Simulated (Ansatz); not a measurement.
Input for Ansatz (a quantum-chemistry and plane-wave program): R-CCSD(T)/aug-cc-pVTZ on C2H2 (SMILES C#C).

Ansatz 0.2 input:
```yaml
crystal:
  periodic: [false, false, false]
  atoms:
    - {symbol: H, position_ang: [-0.00000000, -1.66786500, -1.75000000]}
    - {symbol: H, position_ang: [0.00000000, 1.66786500, -1.75000000]}
    - {symbol: C, position_ang: [-0.00000000, -0.60339700, -1.75000000]}
    - {symbol: C, position_ang: [0.00000000, 0.60339700, -1.75000000]}
basis:
  gaussian:
    orbitals: aug-cc-pVTZ
magnetization: {spin_polarized: false}
correlation: {method: ccsd_t, electrons: outside_noble_gas}
scf: {lower_state_search: off}
```

Problem. What total energy does the run end on?

Solution. -77.1922 hartree (reference determinant -76.8497, T1 diagnostic 0.013).

Problem. How many basis functions does it have, and what does it roughly cost on one machine?

Solution. 138 functions; roughly 7 core-seconds.
